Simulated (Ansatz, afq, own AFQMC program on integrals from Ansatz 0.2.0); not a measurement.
**BSiH3, singlet: AFQMC among the cluster methods**

```xyz
5

Si    0.0000    0.0000    0.9239
B     0.0000    0.0000   -2.3821
H     0.0000    1.2660    1.6848
H     0.0000   -1.2660    1.6848
H     0.0000    0.0000   -3.5615
```

Connectivity, by distances: SiH2 ··· BH.

Basis cc-pVDZ. Noble-gas cores (and the filled d shells of Ga–Kr and In–Xe) are frozen. Ansatz 0.2.0 and our own AFQMC program on the same integrals; the CISD trial comes from CCSD amplitudes, and released means the phaseless constraint is let go. ± is one standard error of the sampling.

Determinant: RHF, the one that the program's search chose, which needn't be the lowest solution. The geometry is a point of a scan.

No full CI on the walks' own integrals is used here; CCSDT(Q) serves as the reference and is uncertain by about the last step of the cluster series.

Cautions: higher spins were not checked; restricted determinant unstable towards unrestricted (UHF 1.10 eV lower, ⟨S²⟩ 1.35); CCSDT(Q) on the UHF determinant differs (57 meV lower), perhaps since the unrestricted series falls towards higher spin.

```
T1 diagnostic                               : 0.0123
weight of the determinant in the CISD state : 0.811
size of the correlated space                : 10 electrons in 41 orbitals
```

```csv
level,correlation energy (eV)
MP2,-4.2079
CCSD,-5.8268
CCSD(T),-5.9609
```

(1) Estimate where AFQMC with the constraint released lies against CCSD(T) on the same integrals.

(1) 1.29 ± 0.64 kcal/mol below CCSD(T).

Reference: CCSDT(Q), correlation energy -6.020 eV. The released energy is read at 1.62 1/Eh, later times being too noisy (meV from the phaseless value at times in 1/Eh: -3 ± 25 at 0.24, -1 ± 20 at 0.51, -3 ± 26 at 0.99, -16 ± 28 at 1.62, -61 ± 40 at 2.40).

```
         level  E − E(reference) (kcal/mol)  share of correlation (%)
       CCSD(T)                         1.36                     99.02
         CCSDT                         0.11                     99.92
 ph-AFQMC/CISD                  0.43 ± 0.37                     99.69
released AFQMC                  0.06 ± 0.64                     99.95
```

A walk keeps the symmetry of its determinant, which the program's search chose and which needn't be the lowest solution, so a lower state of the same spin and another symmetry isn't excluded. Released energies are given only where the last usable release times agree within the noise; a slower fall can still hide under it.
